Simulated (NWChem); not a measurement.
The numbers come from NWChem runs, not from measurements. System: C2H6O, charge 0, spin multiplicity 3, at the geometry of a parent with another charge or spin, in a state set for the comparison that need not be this species' ground state. Its SCF solution wasn't tested for a lower state. Level: UHF/def2-SVP.

The NWChem input:

```
start mol
memory heap 200 mb stack 900 mb global 1100 mb
geometry units angstroms nocenter noautoz
  C     -1.161079     0.000000    -0.188064
  O      0.000000     0.000000     0.577790
  C      1.161079     0.000000    -0.188064
  H     -1.233042    -0.895231    -0.839514
  H     -1.233042     0.895231    -0.839514
  H     -2.021460     0.000000     0.496256
  H      1.233042    -0.895231    -0.839514
  H      2.021460     0.000000     0.496256
  H      1.233042     0.895231    -0.839514
  symmetry group C2v
end
basis spherical
  * library def2-svp
end
scf
  uhf
  nopen 2
  maxiter 100
  thresh 1e-7
  semidirect memsize 60000000 filesize 0
  # guess.movecs holds the orbitals of an unrestricted PBE0 run
  vectors input guess.movecs output mol.movecs
end
task scf energy
```

NWChem printed:

```
             Northwest Computational Chemistry Package (NWChem) 7.3.0
             --------------------------------------------------------

                                NWChem Input Module
                                -------------------

 Scaling coordinates for geometry "geometry" by  1.889725989
 (inverse scale =  0.529177249)

 Turning off AUTOSYM since
 SYMMETRY directive was detected!

                             Geometry "geometry" -> ""
                             -------------------------

 Output coordinates in angstroms (scale by  1.889725989 to convert to a.u.)

  No.       Tag          Charge          X              Y              Z
 ---- ---------------- ---------- -------------- -------------- --------------
    1 C                    6.0000    -1.16107900     0.00000000    -0.18806400
    2 O                    8.0000     0.00000000     0.00000000     0.57779000
    3 C                    6.0000     1.16107900     0.00000000    -0.18806400
    4 H                    1.0000    -1.23304200    -0.89523100    -0.83951400
    5 H                    1.0000    -1.23304200     0.89523100    -0.83951400
    6 H                    1.0000    -2.02146000     0.00000000     0.49625600
    7 H                    1.0000     1.23304200    -0.89523100    -0.83951400
    8 H                    1.0000     2.02146000     0.00000000     0.49625600
    9 H                    1.0000     1.23304200     0.89523100    -0.83951400

 Effective nuclear repulsion energy (a.u.)      84.3016847105

            Nuclear Dipole moment (a.u.)
            ----------------------------
        X                 Y               Z
 ---------------- ---------------- ----------------
     0.0000000000     0.0000000000     0.0000151178

      Symmetry information
      --------------------

 Group name             C2v
 Group number             16
 Group order               4
 No. of unique centers     4

      Symmetry unique atoms

     1    2    4    6


 Summary of "ao basis" -> "" (spherical)
 ------------------------------------------------------------------------------
       Tag                 Description            Shells   Functions and Types
 ---------------- ------------------------------  ------  ---------------------
 *                          def2-svp                  on all atoms

 Summary of "ao basis" -> "ao basis" (spherical)
 ------------------------------------------------------------------------------
       Tag                 Description            Shells   Functions and Types
 ---------------- ------------------------------  ------  ---------------------
 C                          def2-svp                 6       14   3s2p1d
 O                          def2-svp                 6       14   3s2p1d
 H                          def2-svp                 3        5   2s1p

                                 NWChem SCF Module
                                 -----------------

  ao basis        = "ao basis"
  functions       =    72
  atoms           =     9
  alpha electrons =    14
  beta  electrons =    12
  charge          =   0.00
  wavefunction    = UHF
  use symmetry    = T
  symmetry adapt  = T

 Summary of "ao basis" -> "ao basis" (spherical)
 ------------------------------------------------------------------------------
       Tag                 Description            Shells   Functions and Types
 ---------------- ------------------------------  ------  ---------------------
 C                          def2-svp                 6       14   3s2p1d
[...]
    43     -0.215096  4 H  s                 48      0.215096  5 H  s
    58      0.215096  7 H  s                 68     -0.215096  9 H  s
     8      0.191718  1 C  py                36     -0.191718  3 C  py

 Vector   12  Occ=1.000000D+00  E=-5.550994D-01  Symmetry=a1
              MO Center= -1.7D-16,  4.6D-17, -5.1D-03, r^2= 2.7D+00
   Bfn.  Coefficient  Atom+Function         Bfn.  Coefficient  Atom+Function
  ----- ------------  ---------------      ----- ------------  ---------------
    20      0.346985  2 O  pz                 6     -0.282500  1 C  pz
    34     -0.282500  3 C  pz                23      0.260110  2 O  pz
    53     -0.212622  6 H  s                 63     -0.212622  8 H  s

 Vector   13  Occ=0.000000D+00  E=-2.458980D-02  Symmetry=b2
              MO Center=  1.5D-15, -7.1D-17,  2.1D-01, r^2= 1.8D+00
   Bfn.  Coefficient  Atom+Function         Bfn.  Coefficient  Atom+Function
  ----- ------------  ---------------      ----- ------------  ---------------
    22      0.535721  2 O  py                19      0.493146  2 O  py
    44      0.219522  4 H  s                 49     -0.219522  5 H  s
    59      0.219522  7 H  s                 69     -0.219522  9 H  s
    43      0.161403  4 H  s                 48     -0.161403  5 H  s
    58      0.161403  7 H  s                 68     -0.161403  9 H  s

 Vector   14  Occ=0.000000D+00  E= 1.843505D-01  Symmetry=a1
              MO Center= -9.5D-16,  3.1D-16, -3.9D-01, r^2= 7.2D+00
   Bfn.  Coefficient  Atom+Function         Bfn.  Coefficient  Atom+Function
  ----- ------------  ---------------      ----- ------------  ---------------
     3      1.785305  1 C  s                 31      1.785305  3 C  s
    54     -0.984469  6 H  s                 64     -0.984469  8 H  s
    44     -0.798645  4 H  s                 49     -0.798645  5 H  s
    59     -0.798645  7 H  s                 69     -0.798645  9 H  s
     7     -0.399081  1 C  px                35      0.399081  3 C  px

 Vector   15  Occ=0.000000D+00  E= 2.176135D-01  Symmetry=b1
              MO Center=  2.5D-16, -1.6D-16,  1.1D-01, r^2= 8.7D+00
   Bfn.  Coefficient  Atom+Function         Bfn.  Coefficient  Atom+Function
  ----- ------------  ---------------      ----- ------------  ---------------
     3      2.132978  1 C  s                 31     -2.132978  3 C  s
    54     -1.380069  6 H  s                 64      1.380069  8 H  s
    44     -0.751072  4 H  s                 49     -0.751072  5 H  s
    59      0.751072  7 H  s                 69      0.751072  9 H  s
     7     -0.337977  1 C  px                35     -0.337977  3 C  px

 center of mass
 --------------
 x =   0.00000000 y =   0.00000000 z =   0.09621078

 moments of inertia (a.u.)
 ------------------
          45.129962628800           0.000000000000           0.000000000000
           0.000000000000         200.433327320169           0.000000000000
           0.000000000000           0.000000000000         178.378433819616

  Mulliken analysis of the total density
  --------------------------------------

    Atom       Charge   Shell Charges
 -----------   ------   -------------------------------------------------------
    1 C    6     5.70   1.99  0.88 -0.04  1.99  0.82  0.06
    2 O    8     8.06   1.99  1.14  0.68  2.74  1.49  0.02
    3 C    6     5.70   1.99  0.88 -0.04  1.99  0.82  0.06
    4 H    1     1.13   0.69  0.41  0.03
    5 H    1     1.13   0.69  0.41  0.03
    6 H    1     1.00   0.75  0.23  0.02
    7 H    1     1.13   0.69  0.41  0.03
    8 H    1     1.00   0.75  0.23  0.02
    9 H    1     1.13   0.69  0.41  0.03

  Mulliken analysis of the alpha density
  --------------------------------------

    Atom       Charge   Shell Charges
 -----------   ------   -------------------------------------------------------
    1 C    6     2.73   0.99  0.45 -0.16  1.00  0.42  0.03
    2 O    8     4.48   1.00  0.60  0.32  1.70  0.86  0.01
    3 C    6     2.73   0.99  0.45 -0.16  1.00  0.42  0.03
    4 H    1     0.75   0.37  0.36  0.01
    5 H    1     0.75   0.37  0.36  0.01
    6 H    1     0.54   0.37  0.16  0.01
    7 H    1     0.75   0.37  0.36  0.01
    8 H    1     0.54   0.37  0.16  0.01
    9 H    1     0.75   0.37  0.36  0.01

   Mulliken analysis of the beta density
   -------------------------------------

    Atom       Charge   Shell Charges
 -----------   ------   -------------------------------------------------------
    1 C    6     2.98   0.99  0.43  0.12  1.00  0.41  0.03
    2 O    8     3.58   1.00  0.54  0.36  1.04  0.63  0.01
    3 C    6     2.98   0.99  0.43  0.12  1.00  0.41  0.03
    4 H    1     0.39   0.33  0.05  0.01
    5 H    1     0.39   0.33  0.05  0.01
    6 H    1     0.46   0.37  0.07  0.01
    7 H    1     0.39   0.33  0.05  0.01
    8 H    1     0.46   0.37  0.07  0.01
    9 H    1     0.39   0.33  0.05  0.01

   Mulliken analysis of the spin density
   -------------------------------------

    Atom       Charge   Shell Charges
 -----------   ------   -------------------------------------------------------
    1 C    6    -0.25   0.00  0.01 -0.28 -0.00  0.01  0.01
    2 O    8     0.91   0.00  0.05 -0.04  0.67  0.23 -0.00
    3 C    6    -0.25   0.00  0.01 -0.28 -0.00  0.01  0.01
    4 H    1     0.36   0.04  0.32  0.00
    5 H    1     0.36   0.04  0.32  0.00
    6 H    1     0.08  -0.00  0.08 -0.00
    7 H    1     0.36   0.04  0.32  0.00
    8 H    1     0.08  -0.00  0.08 -0.00
    9 H    1     0.36   0.04  0.32  0.00

       Multipole analysis of the density wrt the origin
       ------------------------------------------------

     L   x y z        total         alpha         beta         nuclear
     -   - - -        -----         -----         ----         -------
     0   0 0 0     -0.000000    -14.000000    -12.000000     26.000000

     1   1 0 0      0.000000      0.000000      0.000000      0.000000
     1   0 1 0      0.000000      0.000000     -0.000000      0.000000
     1   0 0 1      0.611375      0.725773     -0.114413      0.000015

     2   2 0 0    -15.232741    -66.333365    -57.571950    108.672575
     2   1 1 0     -0.000000     -0.000000     -0.000000      0.000000
     2   1 0 1     -0.000000     -0.000000     -0.000000      0.000000
     2   0 2 0    -19.683250    -20.186348    -10.944856     11.447954
     2   0 1 1     -0.000000     -0.000000      0.000000      0.000000
     2   0 0 2    -18.653174    -24.777738    -16.754610     22.879174

 Task  times  cpu:        1.0s     wall:        1.0s

 Total times  cpu:        1.1s     wall:        1.1s
```
